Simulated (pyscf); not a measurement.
Structures and frequencies: ωB97X-D3(BJ)/def2-SVP in PySCF.

**Question.** For HO–GaH–AsH₂ (SMILES [OH][GaH][AsH2]) + H₂ (SMILES [H][H]) → AsH₃ (SMILES [AsH3]) + HO–GaH₂ (SMILES [OH][GaH2]), a four-centre exchange (singlet surface; As–Ga, H–H broken, As–H, Ga–H formed), PBE/def2-TZVP gives ΔE‡ = 139.3 kJ/mol and ΔE = +43.8 kJ/mol (zero: the separated reactants). In which direction and how far do PBE0-D3(BJ)/def2-TZVP, M06-2X/def2-TZVP, ωB97M-D3(BJ)/def2-TZVP move these?

**Answer.** PBE0-D3(BJ): ΔE‡ = 143.4 kJ/mol, ΔE = +44.6 kJ/mol; M06-2X: ΔE‡ = 162.2 kJ/mol, ΔE = +52.1 kJ/mol; ωB97M-D3(BJ): ΔE‡ = 163.5 kJ/mol, ΔE = +34.8 kJ/mol. PBE's barrier lies under all of them, by 4.1 to 24.2 kJ/mol. Its reaction energy lies among theirs. On the product side the descent ends in a complex, 17.1 kJ/mol under the separated species and 126.3 kJ/mol under the saddle at ωB97X-D3(BJ)/def2-TZVP. At the saddle there is also a short Ga–H contact that neither side keeps. The same reactants have a lower exit, to H₂Ga–AsH₂ + H₂O (barrier +96.2 kJ/mol at ωB97M-D3(BJ), against +163.5 kJ/mol here). One saddle was located; it need not be the lowest between these sides. Elements up to Kr have no core potential and no relativistic terms here.
